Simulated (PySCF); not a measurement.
**Gas-phase XPS of P2H4, computed**

Species: P2H4.
Z-matrix (Å and degrees, PBE0-D3(BJ)/def2-SVP geometry), rows numbered from 1:
```
P 
P   1  2.2460
H   1  1.4305  2   93.43
H   1  1.4304  2   93.47  3   -92.32
H   2  1.4305  1   93.44  3  -179.89
H   2  1.4304  1   93.46  3   -87.57
```

The calculation used delta-SCF UKS SCAN, pcX-2 on the ionised atom, pcseg-1 elsewhere, spin-free X2C (PySCF). Each binding energy is the total energy of the core-ionised species, with the hole localised on one atom, minus that of the ground state; both are solved self-consistently, so orbital relaxation is included.

**Question.** What binding energy does each computed site have?

**Answer.** 
```tsv
atom(s)	environment	level	binding energy (eV)	2p1/2 (eV)	count
P1/P2	phosphorus bonded to P and 2 H	P 2p3/2	136.72	137.61	2
P1/P2	phosphorus bonded to P and 2 H	P 1s	2150.28	–	2
```

**Question.** Give the binding energy of P 1s of P1/P2 in hartree and in kJ/mol.

**Answer.** 2150.28 eV = 79.0213 Eh = 207470 kJ/mol.

**Question.** Which photon energy gives electrons from P 1s of P1/P2 a kinetic energy of 200 eV, and what is their de Broglie wavelength?

**Answer.** hν = 2150.28 + 200 = 2350.28 eV, recoil neglected; λ = 12.264 Å/√(E/eV) = 0.87 Å.

The first atom of each set that the bonding makes equivalent was ionised and stands for the set. The 2p values aren't plain energy differences: one relaxed spin-free 2p hole is combined with a matrix within the shell (ground-state 2p orbital-energy differences and spin–orbit coupling). 2p3/2, the mean of its two sublevels, lies a third of the splitting below the shell's mean and 2p1/2 two thirds above it; the statistical areas are 2:1. 2p1/2 minus 2p3/2 (ligand field included): P 0.89 eV. The structure is a single PBE0-D3(BJ)/def2-SVP conformer in the gas phase; no vibrational or solvent corrections.

Time: 3.0 s. Hardware: Arm Neoverse V1, one thread, on a shared host.
